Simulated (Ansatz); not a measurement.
Relaxation of CH₅AlO (8 atoms, charge 0, multiplicity 1), to a largest force component of 0.03 eV/Å in at most 50 steps.

These are results of RKS PBE0/cc-pVDZ in Ansatz, not measurements.

```xyz
8
Properties=species:S:1:pos:R:3
Al -0.411 1.095 -0.684
C 1.464 -0.092 1.587
H 0.436 -0.444 1.764
H 2.164 -0.695 2.184
H 1.548 0.966 1.873
H 1.713 -0.202 0.515
O -1.417 -0.288 -0.523
H -1.720 -1.186 -0.391
```

Problem. Where does it end, and by what steps?

Solution. It converged. The force dipped under the threshold on the way, but the program's further checks kept it going. After 25 steps the energy has fallen by 0.110 eV; Al1 moved furthest, 1.74 Å.

| step | energy less start (eV) | largest force component (eV/Å) | accepted |
| --- | --- | --- | --- |
| 0 | 0.0000 | 0.219 | yes |
| 1 | -0.0386 | 0.201 | yes |
| 2 | -0.0535 | 0.304 | yes |
| 3 | -0.0464 | 0.926 | no |
| 4 | -0.0623 | 0.097 | yes |
| 5 | -0.0670 | 0.107 | yes |
| 6 | -0.0726 | 0.197 | yes |
| 7 | -0.0539 | 0.739 | no |
| 8 | -0.0765 | 0.045 | yes |
| 9 | -0.0794 | 0.186 | yes |
| 10 | -0.0755 | 0.454 | no |
| 11 | -0.0847 | 0.058 | yes |
| 12 | -0.0877 | 0.116 | yes |
| 13 | -0.0894 | 0.169 | yes |
| 14 | -0.0820 | 0.447 | no |
| 15 | -0.0959 | 0.039 | yes |
| 16 | -0.0985 | 0.064 | yes |
| 17 | -0.1011 | 0.156 | yes |
| 18 | -0.1032 | 0.260 | yes |
| 19 | -0.1062 | 0.098 | yes |
| 20 | -0.1078 | 0.006 | yes |
| 21 | -0.1063 | 0.221 | no |
| 22 | -0.1087 | 0.076 | yes |
| 23 | -0.1090 | 0.109 | yes |
| 24 | -0.1096 | 0.054 | yes |
| 25 | -0.1100 | 0.003 | yes |

```xyz
8
Properties=species:S:1:pos:R:3
Al -1.879 1.065 -1.608
C 1.667 -0.181 1.673
H 0.805 -0.075 0.999
H 1.513 -1.034 2.348
H 1.781 0.736 2.269
H 2.578 -0.346 1.083
O -1.323 -0.096 -0.466
H -1.364 -0.916 0.027
```

The run took 33 s on 2 threads of Arm Neoverse V1, with other jobs on the host, peak memory 0.14 GiB.
